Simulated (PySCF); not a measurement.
**Working out the ionisation energy of B**

B [He] 2s2 2p1 (2P) → B⁺ [He] 2s2 (1S). Calculation: PySCF 2.14, in x2c-SVPall; the spin-free X2C one-electron Hamiltonian (Gaussian nucleus). Frozen: 1s2. Energies in hartree (1 hartree = 27.21139 eV):

```tsv
part	B (lower)	B⁺ (upper)
UHF	-24.507213	-24.208699
CCSD correlation	-0.056899	-0.059285
(T)	-0.000848	0.000000
```

What does Hartree-Fock give?

(-24.208699) − (-24.507213) = 0.298514 hartree = 8.123 eV.

What do CCSD and CCSD(T) give?

The CCSD correlation energies differ by -0.002386 hartree = -0.065 eV and the triples by 0.000848 hartree = 0.023 eV, so CCSD gives 8.058 eV and CCSD(T) 8.081 eV.

Measured between the centres of the two terms (NIST): 8.297 eV, so CCSD(T) (valence) is off by -0.216 eV.

A double-zeta basis recovers only part of the correlation energy.

The coupled-cluster amplitudes are large, so a single reference is strained.

What remains against the reference includes basis incompleteness, the frozen core and higher excitations.
